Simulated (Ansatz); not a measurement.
# ZnSb (Pbca, No. 61)

Computed with PBEsol (plane waves, PAW; Ansatz, a program for electronic structure).

Numerical settings: plane-wave cutoff 520 eV, 6×4×4 k mesh (along the axes of the cell as run), scalar-relativistic PAW data made under PBE.

Cell: relaxed at this level.

- Voigt–Reuss–Hill bulk modulus: 56.6 GPa
- polycrystal shear modulus (Hill average): 31.6 GPa
- Young modulus: 80.0 GPa
- Poisson ratio: 0.264

Elastic constants are with the ions relaxed.

Spin–orbit coupling is not included.

Computed values are for the static lattice.
